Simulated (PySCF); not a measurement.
CN, SMILES [C]#N, multiplicity 2. Atoms are numbered in the order given.

```xyz
2

C      0.0000     0.0000    -0.6258
N      0.0000     0.0000     0.5364
```
Charge 0, spin multiplicity 2.

Geometry optimised at B3LYP-D3(BJ)/def2-TZVPD.

These are PySCF with PBE/pcH-1 values and carry that method's errors.

Unrestricted Kohn–Sham, ⟨S²⟩ = 0.755. Hyperfine tensors hold the contact and dipolar terms, without spin-orbit corrections.

Computed hyperfine couplings:
```
nucleus    A(iso) (MHz)  A(iso) (G)  dipolar principal values (MHz)
---------  ------------  ----------  ------------------------------
13C no. 1         508.1       181.3             -61.5, -61.5, 123.0
14N no. 2          -9.6        -3.4              -22.0, -22.0, 43.9
```
